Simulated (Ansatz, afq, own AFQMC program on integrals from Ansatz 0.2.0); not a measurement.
Where AFQMC and coupled cluster stand for CHB, triplet

```xyz
3

B     0.0000    0.0000    1.4623
C     0.0000    0.0000   -0.1957
H     0.0000    0.0000   -1.2665
```

Connectivity, by distances: B–CH.

Basis 6-31G. Noble-gas cores (and the filled d shells of Ga–Kr and In–Xe) are frozen. Integrals, coupled cluster, full CI and functionals: Ansatz 0.2.0; the random walks run on the same integrals in our own AFQMC program. The CISD trial takes its coefficients from CCSD amplitudes. Released means that phaseless walkers are propagated on without the constraint, phases kept. Error bars are statistical, one sigma.

Determinant: UHF, the one that the program's search chose, which needn't be the lowest solution. The geometry is a point of a scan.

Full CI on the same integrals is exact in this basis and with this determinant's frozen core.

Cautions: lower spins were not checked; an unrestricted solution with more broken spin lies lower (67 meV, ⟨S²⟩ 2.28); the released energies are still falling, so no released level is given (meV from the phaseless value at times in 1/Eh: -3.6 ± 1.7 at 0.24, -3.0 ± 1.5 at 0.51, -6.7 ± 1.7 at 0.99, -7.0 ± 2.3 at 1.62, -9.6 ± 1.8 at 2.40), though the last usable value meets full CI within the noise.

The T1 diagnostic is 0.0212, the weight of the determinant in the CISD state is 0.896 and the ⟨S²⟩ of the determinant is 2.030. The size of the correlated space is 8 electrons in 18 orbitals.

Reference: full CI, correlation energy -3.286 eV.

```json
{"level": "HF", "E − E(reference) (kJ/mol)": "317.1", "share of correlation (%)": "0.00"}
{"level": "MP2", "E − E(reference) (kJ/mol)": "95.8", "share of correlation (%)": "69.79"}
{"level": "CCSD", "E − E(reference) (kJ/mol)": "10.6", "share of correlation (%)": "96.65"}
{"level": "CCSD(T)", "E − E(reference) (kJ/mol)": "3.2", "share of correlation (%)": "98.99"}
{"level": "CCSDT", "E − E(reference) (kJ/mol)": "0.7", "share of correlation (%)": "99.79"}
{"level": "CCSDT(Q)", "E − E(reference) (kJ/mol)": "0.1", "share of correlation (%)": "99.97"}
{"level": "CCSDTQ", "E − E(reference) (kJ/mol)": "0.0", "share of correlation (%)": "99.99"}
{"level": "ph-AFQMC/CISD", "E − E(reference) (kJ/mol)": "1.1 ± 0.2", "share of correlation (%)": "99.66"}
```

CCSDT and higher add their correlation energy to the determinant of the CCSD(T) run, since their own runs factorise the integrals more tightly (a shift of under 2 meV). A walk keeps the symmetry of its determinant, which the program's search chose and which needn't be the lowest solution, so a lower state of the same spin and another symmetry isn't excluded.
